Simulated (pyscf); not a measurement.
H₃C–Al(F)–F + methyl (CH₃•) → ethane (H₃C–CH₃) + [F–Al–F]• (substitution at C; doublet surface; Al–C broken, C–C formed). Optimised with ωB97X-D3(BJ)/def2-SVP in PySCF. Rate constants from transition-state theory, ωB97M-D3(BJ)/def2-TZVP energies (ideal gas, 1 atm, RRHO with modes under 100 cm⁻¹ raised to 100, one conformer, R ln 2 for rigid chiral ones; no tunnelling), k in cm³ molecule⁻¹ s⁻¹.

```tsv
T (K)	1000/T	log10 k
298	3.354	-40.02
600	1.667	-26.17
900	1.111	?
1200	0.833	-19.01
```

### Question
Fit an Arrhenius line to the three values, give the activation energy, and predict k at 900 K.

### Answer
Least squares gives log10 k = -12.17 − 8.32 × 1000/T, so Ea = 8.32 × ln 10 × 1.987 = 38.1 kcal/mol, against an electronic barrier of 33.8. At 900 K the line gives -21.41; the computed value is -21.47 (ΔG‡ = 65.2 kcal/mol), close to the line. This is the saddle that the search found; another between the same sides may lie lower. The angle at the attacked C is 166°.
